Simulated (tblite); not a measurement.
Compound: C5H10N (doublet state).
Z-matrix (Å and degrees, GFN2-xTB geometry), rows numbered from 1:
```
C 
C   1  1.5221
C   2  1.5417  1  111.39
C   3  1.4771  2  111.10  1  -179.51
C   4  1.3924  3  124.19  2  -110.25
N   5  1.2949  4  127.37  3   176.56
H   1  1.0878  2  110.74  3    60.87
H   1  1.0875  2  110.32  3  -179.08
H   1  1.0876  2  110.64  3   -59.20
H   2  1.0919  1  109.76  3  -121.04
H   2  1.0918  1  109.73  3   120.58
H   3  1.0917  2  109.27  1    58.45
H   3  1.0953  2  107.70  1   -59.37
H   4  1.0833  3  117.21  2    66.15
H   5  1.0873  4  117.81  3    -2.96
H   6  1.0207  5  113.10  4     0.81
```

Computed with GFN2-xTB (tblite): harmonic, unscaled wavenumbers at the GFN2-xTB geometry, gas phase. Against measured fundamentals such values can be off by several per cent, at times by over 20. One conformer, not necessarily the lowest. Open shells enter through the occupations alone, without spin polarisation, and single modes of such species can be off by tens of per cent.

Harmonic wavenumbers (cm⁻¹): 38.2, 79.4, 130.7, 230.7, 264.4, 319.8, 356.0, 551.0, 592.5, 744.9, 786.4, 885.6, 925.1, 1015.1, 1023.6, 1084.4, 1086.8, 1101.9, 1182.4, 1216.7, 1246.1, 1259.8, 1269.8, 1328.9, 1341.4, 1405.4, 1415.2, 1466.8, 1490.7, 1491.5, 1499.3, 1503.3, 2926.9, 2974.5, 2985.4, 2990.0, 3004.2, 3034.3, 3036.1, 3041.0, 3049.7, 3301.9.

A = 14734, B = 1305, C = 1297 MHz; mass 84.081 u (most abundant isotopes); point group C1, symmetry number 1; spin multiplicity 2.

Question: Zero-point energy?

Answer: Half the sum of the wavenumbers: 30339 cm⁻¹ = 362.94 kJ/mol.

Question: Give the ideal-gas entropy at 298.15 K and 1 bar in the rigid-rotor, harmonic-oscillator model (classical rotation).

Answer: Translation 164.13, rotation 112.79, vibration 86.16, spin (R ln 2) 5.76: S = 368.8 J/(mol K).

Question: And Cp and H(298.15 K) − H(0)?

Answer: Cp = 119.21 J/(mol K), of which vibrations give 85.95 (their classical limit is 42 R = 349.2); H(298.15 K) − H(0) = 22.94 kJ/mol without the zero-point energy, 13.02 from vibrations.

Question: Which modes carry the vibrational entropy at 298.15 K?

Answer: 38.2 cm⁻¹: 22.39; 79.4 cm⁻¹: 16.34; 130.7 cm⁻¹: 12.28; 230.7 cm⁻¹: 7.84; 264.4 cm⁻¹: 6.83; 319.8 cm⁻¹: 5.49 J/(mol K); the other 36 give 15.00 together.

Question: What must be added to the electronic energy to get the Gibbs energy at 298.15 K and 1 bar?

Answer: ZPE + [H(298.15 K) − H(0)] − T·S = 362.94 + 22.94 − 109.97 = 275.91 kJ/mol.

Question: Blend soft modes into free rotors: weight 1/[1 + (100 cm⁻¹/ν̃)⁴] for the oscillator and the rest for a rotor with moment μB/(μ + B), μ = h/(8π²ν), B = 10⁻⁴⁴ kg m². What vibrational entropy results?

Answer: 77.10 J/(mol K) in place of 86.16, which changes −T·S at 298.15 K by +2.70 kJ/mol.

Question: How do the functions run with temperature in this model?

Answer: 
```tsv
T (K)	S (J/(mol K))	Cp (J/(mol K))	H − H(0) (kJ/mol)	G − H(0) (kJ/mol)	ln q(vib)
150	303.5	77.9	8.50	-37.03	2.44
250	349.2	104.3	17.56	-69.74	4.26
400	408.5	152.2	36.76	-126.64	6.90
600	481.2	207.4	73.01	-215.73	10.45
900	576.7	262.9	144.22	-374.82	15.67
```

q(vib) and H(0) count from the zero-point level.

Hindered rotation and anharmonicity are outside this model. Other conformers, if any are populated, would add a mixing term that is left out. The structure is chiral; the term R ln 2 for an equal mix with its mirror image is left out.
